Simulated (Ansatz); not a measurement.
A made-up structure of CH4Si2, singlet:

```
atom    x (Å)    y (Å)    z (Å)
  C1   0.3841  -0.0338   0.9626
 Si2   0.3294   0.5524  -1.1589
 Si3  -0.8341  -0.4284  -0.3778
  H4  -2.0380  -1.1725  -0.4936
  H5   0.5272   1.0838  -2.5356
  H6   0.1373   0.6257   1.7549
  H7   1.0410  -0.7725   1.3452
```

It is relaxed with PBE-D4/def2-SVP and then PBE0-D4/def2-TZVP (Ansatz 0.2.0). Atoms count as bonded within 1.22 times the sum of their covalent radii (H–H: 0.88 Å). The end point is not checked to be a true minimum.

(1) Does its bonding change? (A judgement: the text doesn't fix the answer.)

Answers

(1) By the calculation: No: no bond forms or breaks.

Where it ends: The first stage lowers the energy by 3.74 eV in 21 steps. It ends as CH₄Si₂ ([CH2]1[SiH][SiH]1):
C1  (0.306, 0.015, 0.617)
Si2  (0.449, 0.226, -1.285)
Si3  (-1.362, -0.331, -0.273)
H4  (-2.082, -1.614, -0.019)
H5  (1.039, 1.474, -1.855)
H6  (0.260, 0.863, 1.300)
H7  (0.938, -0.780, 1.011)
(Å)

Labels in which every atom is bracketed show which atoms are joined, not bond orders.

For scale, one of the runs: PBE0-D4/def2-TZVP relaxation, 129 basis functions, launched by `ansatz run in.yaml --threads 2 --pin off --events-out ev --progress --plain --max-ram 4352MiB`. The run took about 9.5 s on 2 CPU threads of an Intel Xeon 6975P-C (shared host).
